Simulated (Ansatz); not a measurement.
**HF/3-21G run of Si2H6 (disilane)**

What is the vertical singlet–triplet gap of Si2H6 (disilane) at HF/3-21G? 

The results are computed with Ansatz 0.2.0.

35 further runs of the same task are left out: 7 that didn't finish, 28 set aside as unsound or not needed. Runs told in other sessions of the task aren't counted.

**1. Starting point**

Si2H6 has 8 atoms, charge 0, and is taken as a singlet. As SMILES, `[SiH3][SiH3]`. The shape is that of a PBE0-D4/def2-TZVP optimisation.

Bond lengths: Si1–Si2 2.338 Å, Si1–H3 1.488 Å, Si1–H4 1.488 Å, Si1–H5 1.488 Å, Si2–H6 1.488 Å, Si2–H7 1.488 Å, Si2–H8 1.488 Å. Some angles: Si1–Si2–H6 110.3°, Si1–Si2–H7 110.3°, Si1–Si2–H8 110.3°, Si2–Si1–H3 110.3°, Si2–Si1–H4 110.3°, Si2–Si1–H5 110.3°, H6–Si2–H7 108.7°, H6–Si2–H8 108.7°, H7–Si2–H8 108.7°, H3–Si1–H4 108.7°.

**2. The energy at HF/3-21G**

Contents of molecule.yaml:

```yaml
crystal:
  periodic: [false, false, false]
  atoms:
    - {symbol: Si, position_ang: [-0.340500, 0.490200, -1.004900]}
    - {symbol: Si, position_ang: [0.363500, -0.504400, 0.991000]}
    - {symbol: H, position_ang: [0.833900, 0.948200, -1.794900]}
    - {symbol: H, position_ang: [-1.112900, -0.483900, -1.821900]}
    - {symbol: H, position_ang: [-1.208000, 1.664100, -0.717900]}
    - {symbol: H, position_ang: [1.139000, 0.468600, 1.806300]}
    - {symbol: H, position_ang: [1.228100, -1.680500, 0.704000]}
    - {symbol: H, position_ang: [-0.811000, -0.959200, 1.782600]}
basis:
  gaussian:
    orbitals: 3-21G.json
hamiltonian:
  xc: hf
accuracy: high
output: {orbitals: {seedname: orbitals}}
```

The basis set 3-21G is read from a file made from the Basis Set Exchange's data (not shown).

Launch:

```bash
$ ansatz run molecule.yaml --threads 1 --pin off --max-ram 3480MiB --events-out events.jsonl --progress --plain --runs-dir runs
```

Log:

```text
Warning: RAYON_NUM_THREADS=1 ignored (pool sized by the plan → 1); use --threads N
Functional definition: HF
  name "HF"
  exchange = exact_x
  correlation = 0
854 factors; integrals over basis functions are off by at most 5.2e-9 eV
mean field evaluation 1: about -15734.2512 eV, gradient 9.5e0 eV
mean field evaluation 2: about -15734.2527 eV, gradient 9.5e0 eV
mean field evaluation 4: about -15734.7351 eV, gradient 2.8e-1 eV
mean field evaluation 8: about -15734.7355 eV, gradient 2.6e-7 eV
mean field -15734.73554033 eV, -578.2408657205 hartree, gradient 6.8e-8 eV, S^2 0.000000; 0 other end points of the search recorded, 0 dependent functions left out
reference -15734.73554033 eV, -578.2408657205 hartree; 17, 17 occupied and 21, 21 virtual orbitals, 854 factors
Total energy: -15734.73554033 eV, -578.2408657205 hartree
```

Run time: 0.28 s. Hardware: 1 thread of Arm Neoverse V1, shared host.

**3. The triplet at the same level**

Contents of input.yaml:

```yaml
crystal:
  periodic: [false, false, false]
  atoms:
    - symbol: Si
      position_ang: [-0.340500, 0.490200, -1.004900]
    - symbol: Si
      position_ang: [0.363500, -0.504400, 0.991000]
    - symbol: H
      position_ang: [0.833900, 0.948200, -1.794900]
    - symbol: H
      position_ang: [-1.112900, -0.483900, -1.821900]
    - symbol: H
      position_ang: [-1.208000, 1.664100, -0.717900]
    - symbol: H
      position_ang: [1.139000, 0.468600, 1.806300]
    - symbol: H
      position_ang: [1.228100, -1.680500, 0.704000]
    - symbol: H
      position_ang: [-0.811000, -0.959200, 1.782600]
basis:
  gaussian:
    orbitals: 3-21G.json
magnetization:
  spin_polarized: true
  initial_magnetization: 2
hamiltonian:
  xc: hf
accuracy: high
output:
  orbitals: {seedname: orbitals}
```

The basis set 3-21G is read from a file made from the Basis Set Exchange's data (not shown).

Launch:

```bash
$ ansatz run input.yaml --threads 1 --pin off --max-ram 3480MiB --events-out events.jsonl --progress --plain --runs-dir runs
```

Log:

```text
Warning: RAYON_NUM_THREADS=1 ignored (pool sized by the plan → 1); use --threads N
[... 4 set-up lines as earlier in the session ...]
856 factors; integrals over basis functions are off by at most 5.2e-9 eV
mean field evaluation 1: about -15726.4760 eV, gradient 8.2e0 eV
mean field evaluation 2: about -15726.4852 eV, gradient 8.3e0 eV
mean field evaluation 4: about -15727.3236 eV, gradient 1.0e0 eV
mean field evaluation 8: about -15727.3513 eV, gradient 2.1e-4 eV
mean field evaluation 16: about -15726.9698 eV, gradient 2.7e0 eV
mean field evaluation 32: about -15727.0833 eV, gradient 1.1e0 eV
mean field evaluation 64: about -15726.4760 eV, gradient 8.2e0 eV
mean field -15727.35152980 eV, -577.9695083385 hartree, gradient 2.2e-8 eV, S^2 2.011212; 2 other end points of the search recorded, 0 dependent functions left out
reference -15727.35152980 eV, -577.9695083385 hartree; 18, 16 occupied and 20, 22 virtual orbitals, 856 factors
Total energy: -15727.35152980 eV, -577.9695083385 hartree
```

Run time: 0.66 s. Hardware: 1 thread of Arm Neoverse V1, shared host; peak memory 0.094 GiB.

**4. What came out**

At HF/3-21G:

| quantity | value |
| --- | --- |
| singlet: total energy | -578.24087 Eh |
| singlet: HOMO energy | -11.05 eV |
| singlet: LUMO energy | 3.93 eV |
| singlet: HOMO–LUMO gap | 14.98 eV |
| triplet: total energy | -577.96951 Eh |
| triplet: HOMO energy (highest over α and β) | -3.40 eV |
| triplet: LUMO energy (lowest over α and β) | -2.73 eV |
| triplet: ⟨S²⟩ | 2.011 |
| vertical energy of the triplet above the singlet | 7.384 eV |

At this shape the triplet lies 7.38 eV (712 kJ/mol) above the singlet.
